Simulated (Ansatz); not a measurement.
```xyz
11

C    -1.125    0.160   -0.636
C     0.357    0.119   -0.380
C     0.774   -0.278    1.010
F     0.933   -0.744   -1.275
F     0.885    1.351   -0.662
H    -1.302    0.459   -1.670
H    -1.600    0.880    0.031
H    -1.561   -0.825   -0.468
H     0.370    0.427    1.737
H     1.863   -0.273    1.073
H     0.407   -1.278    1.239
```

Total charge 0; spin multiplicity 1.

(1) List the PBE/def2-TZVPP orbital energies in eV (the Gaussian-basis code of Ansatz). (Estimate.)

Results:

(1) Ansatz gave: Occupied: -659.92, -659.92, -273.07, -269.05, -269.05, -31.07, -29.46, -19.70, -17.84, -15.15, -13.36, -12.41, -12.23, -10.40, -10.37, -10.29, -9.39, -9.26, -9.05, -8.81, -7.74. Lowest empty: 0.43, 1.35, 1.69, 1.75, 2.82, 2.84, 2.98, 3.25.
